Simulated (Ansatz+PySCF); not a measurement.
**singlet SO₂: levels of theory in one basis**

```xyz
3

S     0.0000    0.0000   -0.3416
O     0.0000    1.1504    0.3416
O     0.0000   -1.1504    0.3416
```

Basis set: def2-SVP (spherical functions). Frozen core: 7 orbitals. Charge 0, multiplicity 1.

Computed with Ansatz (development build ahead of 0.2.0); each method stands on the lowest determinant of its kind that the runs found. NEVPT2 correlates all electrons. Active spaces start from the frontier orbitals, and the lowest solution found is given.

```csv
method,E − E(RHF) (eV),<S²> of the determinant
RHF,0.00,0.00
RHF-MP2,-13.34,–
RHF-CCSD,-13.47,–
"CASSCF(4,3)",-0.70,–
"SC-NEVPT2(4,3)",-13.83,–
```

Question: What does RHF-CCSD(T) give on the same scale?

Answer: -13.90 eV.

Question: Is a single determinant a sound starting point here?

Answer: By this sign, yes. Unrestricted orbitals gain 0.00 eV and <S²> is 0.00 against 0.00 for a pure state. The CASSCF(4,3) natural occupations are 1.99, 1.95, 0.05.
